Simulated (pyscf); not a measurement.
HN=Nb(Cl)(Cl)–Cl + H₂S → H₂N–Nb(SH)(Cl)(Cl)–Cl (addition across a multiple bond or ene-type step; singlet surface; H–S broken, H–N, Nb–S formed). Optimised with ωB97X-D3(BJ)/def2-SVP in PySCF. Energies in eV from the separated reactants.

| level | barrier | reaction energy |
|---|---|---|
| PBE/def2-TZVP | (withheld) | -0.54 |
| r²SCAN/def2-TZVP | 0.50 | -0.65 |
| B3LYP-D3(BJ)/def2-TZVP | 0.65 | -0.58 |
| PBE0-D3(BJ)/def2-TZVP | 0.50 | -0.65 |
| M06-2X/def2-TZVP | 0.76 | -0.47 |
| HF/def2-TZVP | (withheld) | (withheld) |

Problem. What belongs in the gaps?

Solution. 
- PBE/def2-TZVP, barrier: 0.53
- HF/def2-TZVP, barrier: 1.59
- HF/def2-TZVP, reaction energy: -0.02

The functionals in the table span 0.26 eV in this barrier, from PBE0-D3(BJ) to M06-2X. On the reactant side the descent ends in an adduct with a Nb–S contact, 0.54 eV under the separated species and 1.08 eV under the saddle at ωB97X-D3(BJ)/def2-TZVP. What is counted as formed (Nb–S) is already present as a longer contact in the reactant adduct; forming that adduct is a step of its own. At the saddle there is also a short H–Nb contact that neither side keeps. At ωB97X-D3(BJ)/def2-TZVP the barrier from the zero used here is 0.54 eV. One saddle was located; it need not be the lowest between these sides. Elements past Kr carry the def2 core potentials, without spin-orbit coupling.
